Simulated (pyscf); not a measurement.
HO–BH–SiH₃ + H₂ -> H₂B–OH + SiH₄, a four-centre exchange (singlet surface; B–Si, H–H broken, B–H, H–Si formed). Structures and frequencies: ωB97X-D3(BJ)/def2-SVP in PySCF. Energies in kJ/mol from the separated reactants.

Small-basis levels: PySCF, no dispersion term, spherical d functions. 

### Question
In single points B3LYP/6-31G* puts the saddle at 114.2 kJ/mol and the reaction energy at -50.2 kJ/mol. Should these be trusted to within a few kcal/mol? Compare with ωB97M-D3(BJ)/def2-TZVP.

### Answer
ωB97M-D3(BJ)/def2-TZVP gives ΔE‡ = 88.5 kJ/mol and ΔE = -48.6 kJ/mol. B3LYP/6-31G* lies 25.7 kJ/mol over it in the barrier and 1.6 kJ/mol under it in the reaction energy, so on this step it does not hold to within 12.6 kJ/mol. ωB97M-D3(BJ)/def2-TZVP has limits of its own. At the saddle there is also a short B–H contact that neither side keeps. HO–BH–SiH₃ lies 105.8 kJ/mol over its isomer H₂B–O–SiH₃ (electronic energy, ωB97M-D3(BJ)/def2-TZVP). This is the saddle that the search found; another between the same sides may lie lower.
